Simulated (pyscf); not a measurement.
:Si=N–SiH₃ (SMILES [Si]=N[SiH3]) [singlet] + H₂ (SMILES [H][H]) → :HSi–NH–SiH₃ (SMILES [SiH]N[SiH3]) [singlet], a multi-bond step (singlet surface; H–H, H–Si broken, H–N, H–Si, H–Si formed). Single points on ωB97X-D3(BJ)/def2-SVP structures (PySCF, gas phase). Energies in eV from the separated reactants.

Small-basis levels: PySCF, no dispersion term, spherical d functions. AM1 to PM7: differences of heats of formation from MOPAC, which are fitted to 298 K values and so differ in kind from electronic energies by zero-point and thermal terms. Cost: rough CPU time at the saddle relative to B3LYP/6-31G*, from one job on a shared machine.

```
level                   barrier  reaction energy        cost
----------------------  -------  ---------------  ----------
HF/STO-3G                  5.50            -1.47        0.04
MP2/6-31G*                 3.46            -0.09        0.09
BP86/6-31G*                2.53            -0.37           1
PBE/6-31G*                  [?]            -0.46           2
B3LYP/LANL2DZ              3.95            -0.48         0.7
B3LYP/6-31G*               2.94            -0.38           1
M06-2X/6-31G*              2.76            -0.53           3
B3LYP/6-311+G**            2.78            -0.46           2
PBE/def2-SVP               2.09            -0.63           2
B3LYP/def2-SVP             2.62            -0.56           1
PM3                        3.41            +0.29  under 0.02
PM7                        5.87            +1.15  under 0.02
ωB97M-D3(BJ)/def2-TZVP      [?]            -0.57           –
```

Task: Complete the blanks.

Result: 
- PBE/6-31G*, barrier: 2.40
- ωB97M-D3(BJ)/def2-TZVP, barrier: 2.44

Against the last row the barrier runs from -0.36 (PBE/def2-SVP) to +3.43 eV (PM7). ωB97M-D3(BJ)/def2-TZVP has limits of its own. At the saddle there is also a short Si–Si, H–Si contact that neither side keeps. One saddle was located; it need not be the lowest between these sides.
